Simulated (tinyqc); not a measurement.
Starting guesses with DIIS over 6 matrices: SCF starting guesses in the sto-6g basis, for HF, spin multiplicity 1. Computed by the program tinyqc with PySCF. Command: `OMP_NUM_THREADS=1 python tinyqc.py 110857 110858 out.jsonl`; one thread of a shared host (Intel(R) Xeon(R) Processor @ 2.60GHz), about 0.4 s.

Geometry (angstrom):
```
atom       x       y       z
F     0.0000  0.0000  0.0000
H     0.0000  0.0000  1.1080
```

lowest restricted solution found by these runs and by PySCF = -99.479169 hartree

RHF with one setting changed at a time; a run stops when the energy changes by less than 1e-09 hartree and the error matrix is below 1e-5. Starts: the lowest orbitals of the core Hamiltonian, of the Wolfsberg-Helmholz matrix (K = 1.75), projected atomic densities, random orbitals, and the highest orbitals of the core Hamiltonian (a deliberately bad start).

Largest element of the error matrix X^T (FDS - SDF) X:
```
iteration     core  Wolfsberg-Helmholz  atomic densities   random  highest core orbitals
1          5.7e-01             5.3e-01           9.3e-01  2.0e+01                3.4e-01
2          9.2e-02             1.0e-01           2.8e-01  5.7e-01                6.0e-01
3          9.4e-03             1.8e-02           2.6e-02  5.4e-02                6.1e-01
4          1.1e-03             1.9e-03           3.4e-03  3.4e-02                6.1e-01
5          1.9e-05             5.1e-06           4.0e-05  6.2e-03                6.1e-01
6          1.2e-07             2.6e-07           1.5e-06  1.3e-04                6.1e-01
8                -                   -                 -  8.0e-06                1.4e-02
10               -                   -                 -        -                9.6e-06
```

How each run ends:
```
run                    iterations  E (hartree)         state
core                            6    -99.47917  lowest found
Wolfsberg-Helmholz              6    -99.47917  lowest found
atomic densities                6    -99.47917  lowest found
random                          8    -99.47917  lowest found
highest core orbitals          11    -99.47917  lowest found
```

5 of 5 runs reach the lowest restricted solution found, in 6 to 11 iterations (fastest: core, Wolfsberg-Helmholz, atomic densities). The first errors are 6e-01, 5e-01, 9e-01, 2e+01, 3e-01; the deliberately bad start has the smallest one, so a small first error does not mark a good start.
